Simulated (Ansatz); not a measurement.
# How far each method lies from UCCSDT(Q) for SbH, triplet

Geometry: that of the SbH⁻, doublet, kept fixed.

```xyz
2

Sb    0.0000    0.0000    0.0000
H     0.0000    0.0000    1.7338
```

Basis def2-TZVPD with its core potentials; Ansatz 0.2.0. Correlated methods freeze the noble-gas cores and the filled d shells of p-block atoms, which leaves 6 electrons in 56 orbitals. R marks a restricted (for open shells ROHF) determinant, U an unrestricted one. Active spaces: valence = (6e, 5o) chosen from the atoms' valence shells. No spin–orbit coupling is included; scalar relativity enters through the core potentials alone.

Full CI isn't at hand for all of this; UCCSDT(Q) serves as the reference, and is uncertain by about the last step of the cluster series. The frozen core follows each run's orbitals, which can shift R against U totals by a few meV for light atoms and by up to 0.1 eV past Ca.

The UHF ⟨S²⟩ is 2.021 and the T1 diagnostic (RCCSD) is 0.0207. The largest doubles amplitude (RCCSD) is 0.046 and the T1 diagnostic (UCCSD) is 0.0150.

| level | E − E(RHF) (eV) |
| --- | --- |
| UHF | -0.1553 |
| UMP2 | -2.3845 |
| UCCSD | -2.9255 |
| UCCSD(T) | -3.0125 |

(1) Estimate how far UCCSDT(Q) in def2-TZVPD lies from UCCSD(T). The table doesn't fix it; the size of (T) and the diagnostics are the guide.

(1) UCCSDT(Q) in def2-TZVPD lies 2.1 kJ/mol below UCCSD(T), which is 25 % of the (T) step (-8.4 kJ/mol). The diagnostics are small and one determinant leads, so the series closes fast and only a small part of (T) is left.

The other levels:

| level | E − E(UCCSDT(Q)) (kJ/mol) | share of correlation (%) | wall time |
| --- | --- | --- | --- |
| UCCSDT | 0.2 | 99.93 | – |

The correlation energy at UCCSDT(Q), counted from RHF, is -3.034 eV. That run took 26 s on 1 thread of Arm Neoverse V1, shared host.

Run but not shown, since their state or frozen core can't be matched to the reference's or they repeat it: RHF, RMP2, CISD, RCCSD, RCCSD(T), BCCD(T), RCCSDT, RCCSDT(Q), CASSCF (valence space), NEVPT2 (valence space), MRCISD (valence space), MRCISD+Q (valence space).

Times hold each run's SCF and search for its determinant on a shared host, so for small cases they say little of a method's own cost; they ran on 1 thread of Arm Neoverse V1.

Natural occupations of CASSCF (valence space) about the gap: 1.996 1.960 1.000 1.000 0.043; effectively unpaired electrons, Σ n²(2−n)², 2.01.
